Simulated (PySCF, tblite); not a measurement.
**CH₂BrFO, a complex of two parts: NMR shifts, interaction energy, infrared bands, spin-spin couplings and core binding energies**

One table from this session's results is given with a row withheld; the runs are named, their logs left out.

Programs: tblite 0.8.0 and PySCF 2.14.0. All values are calculated, for the isolated system unless a continuum is named. Atoms count from 0, parts from 1.

## The system as given

6 atoms, charge 0, multiplicity 1; geometry: rigid parts in contact. Parts: 1 = atoms 0–1, `FBr`, charge 0; 2 = atoms 2–5, `C=O`, charge 0.

Set-up of the first run:

What the job is given:

```
{"job": {"kind": "dock", "xc": "GFN2-xTB", "basis": "xTB"}, "charge": 0, "multiplicity": 1, "parts": [{"atoms": "0-1", "charge": 0, "multiplicity": 1}, {"atoms": "2-5", "charge": 0, "multiplicity": 1}]}
Br     0.899695     0.004551     0.010857
F     -0.899695    -0.004551    -0.010857
C      3.385608     0.352144    -2.577583
O      2.958584     0.675206    -1.512578
H      3.591331    -0.697943    -2.845640
H      3.608200     1.078349    -3.377495
```

With the program's defaults for keys left out, this is: GFN2-xTB search for minima from random contacts, gas phase.

Launch:

```bash
$ OMP_NUM_THREADS=1 python cluster_run.py task.json out
```

This one command runs all jobs of the session in turn.

Among the steps run: Bringing the parts together with GFN2-xTB; Geometry optimisation at PBE0-D3(BJ)/def2-TZVPD; Nuclear shieldings: PBE0/pcSseg-2; Coupled-cluster interaction energy: CCSD(T) and MP2.

One of the session's tables, all rows but one given; the rest of the session is left out.

It belongs to the step «Coupled-cluster interaction energy: CCSD(T) and MP2». 

| method | interaction energy (kcal/mol) |
| --- | --- |
| HF/aug-cc-pVDZ | -3.93 |
| MP2/aug-cc-pVDZ | ? |
| CCSD/aug-cc-pVDZ | -5.15 |
| CCSD(T)/aug-cc-pVDZ | -5.83 |
| HF/aug-cc-pVQZ | -3.80 |
| MP2/aug-cc-pVQZ | -8.66 |
| SCS-MP2/aug-cc-pVQZ | -6.96 |
| MP2, extrapolated | -9.03 |
| CCSD(T), limit estimate | -7.92 |

Q: Estimate the row for MP2/aug-cc-pVDZ from the others.

As computed: interaction energy (kcal/mol): -6.94. In the column «interaction energy (kcal/mol)» it lies between SCS-MP2/aug-cc-pVQZ (-6.96) and CCSD(T)/aug-cc-pVDZ (-5.83).
